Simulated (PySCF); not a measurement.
Species: phosphorus pentafluoride, PF5.
Bonds: F1–P2, P2–F3, P2–F4, P2–F5, P2–F6.

The closed-shell ground state was solved at several levels (PySCF, density fitting, gas phase, non-relativistic). Geometry: PBE0-D3(BJ)/def2-SVP; no solvent, vibrations or thermal averaging. The dipole stays under 0.02 D at every level.

```json
{"level": "PBE0/aug-cc-pVTZ", "basis functions": "280", "total energy (Eh)": "-840.3455", "HOMO (eV)": "-12.23", "LUMO (eV)": "-0.64", "gap (eV)": "11.59"}
{"level": "PBE0/6-31+G*", "basis functions": "112", "total energy (Eh)": "-840.1011", "HOMO (eV)": "-12.29", "LUMO (eV)": "-0.80", "gap (eV)": "11.49"}
{"level": "PBE0/aug-cc-pVDZ", "basis functions": "142", "total energy (Eh)": "-840.1578", "HOMO (eV)": "-12.22", "LUMO (eV)": "-0.78", "gap (eV)": "11.44"}
{"level": "PBE0/def2-TZVPD", "basis functions": "243", "total energy (Eh)": "-840.3805", "HOMO (eV)": "-12.22", "LUMO (eV)": "-0.61", "gap (eV)": "11.61"}
```

(1) Estimate the row for PBE0/def2-TZVP, a basis of 192 functions; the other rows only guide the guess.

(2) Over all these levels, which gives the widest orbital gap and which the narrowest?

(3) How much does the basis alone move the frontier levels among the 5 PBE0 rows (the withheld one included)?

Results:

(1) Total energy -840.3774 Eh, HOMO -12.17 eV, LUMO 0.06 eV, gap 12.23 eV.

(2) PBE0/def2-TZVP has the widest, 12.23 eV, and PBE0/aug-cc-pVDZ the narrowest, 11.44 eV. From the narrowest to the widest the HOMO moves by +0.05 eV and the LUMO by +0.84 eV.

(3) The HOMO by 0.12 eV and the LUMO by 0.86 eV. By rising basis size (HOMO, LUMO in eV): 6-31+G* -12.29, -0.80; aug-cc-pVDZ -12.22, -0.78; def2-TZVP -12.17, 0.06; def2-TZVPD -12.22, -0.61; aug-cc-pVTZ -12.23, -0.64.
